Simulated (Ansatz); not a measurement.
Geometry optimisation, Ansatz, RKS PBE0/def2-SVP.

Input:

```yaml
crystal:
  periodic: [false, false, false]
  atoms:
    - { symbol: B, position_ang: [0.189339, -0.298453, 0.101006] }
    - { symbol: H, position_ang: [0.103392, -0.317503, 1.295481] }
    - { symbol: O, position_ang: [1.434886, -0.320852, -0.481145] }
    - { symbol: H, position_ang: [2.133486, -0.357184, 0.175859] }
    - { symbol: O, position_ang: [-0.880699, -0.25638, -0.722875] }
    - { symbol: H, position_ang: [-1.714903, -0.248228, -0.248027] }
basis:
  gaussian: { orbitals: def2-SVP }
hamiltonian:
  xc: pbe0
relax:
  f_tol: 0.03
  max_steps: 50
```

Command:

```bash
$ ansatz run input.yaml --threads 1 --pin off --max-ram 2048MiB --backend cpu --events-out ev --progress --plain --runs-dir out
```

Where does it end, and by what steps?

It converged. After 3 steps the energy has fallen by 0.017 eV; H2 moved furthest, 0.03 Å.

```
step  energy less start (eV)  largest force component (eV/Å)  accepted
   0                  0.0000                           0.979       yes
   1                 -0.0137                           0.479       yes
   2                 -0.0164                           0.138       yes
   3                 -0.0169                           0.009       yes
```

```xyz
6
Properties=species:S:1:pos:R:3
B 0.203 -0.301 0.100
H 0.075 -0.319 1.311
O 1.425 -0.323 -0.482
H 2.138 -0.353 0.160
O -0.872 -0.258 -0.724
H -1.703 -0.245 -0.244
```

Run time: 5.3 s on 1 thread of Arm Neoverse V2 (shared host), peak memory 0.11 GiB.
